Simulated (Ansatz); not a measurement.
Ansatz (a first-principles code) input:

Ansatz 0.2 input:
```yaml
crystal:
  periodic: [false, false, false]
  atoms:
    - {symbol: O, position_ang: [-1.05613991, -0.38056162, -0.01204272]}
    - {symbol: C, position_ang: [0.01219483, 0.60892406, -0.01345114]}
    - {symbol: O, position_ang: [1.11918472, 0.07877032, 0.02005673]}
    - {symbol: H, position_ang: [-0.57752748, -1.23921390, 0.01659471]}
basis:
  gaussian:
    orbitals: def2-TZVPD
hamiltonian:
  xc: {name: r2SCANh}
total_charge: -1
output: {forces: true}
```

Question: What final total energy does it print?

Answer: -189.11876 Eh (r2SCANh/def2-TZVPD). The basis has 126 functions.

It need not be the lowest isomer of its formula. Whether it binds its extra electron was not tested at this geometry.
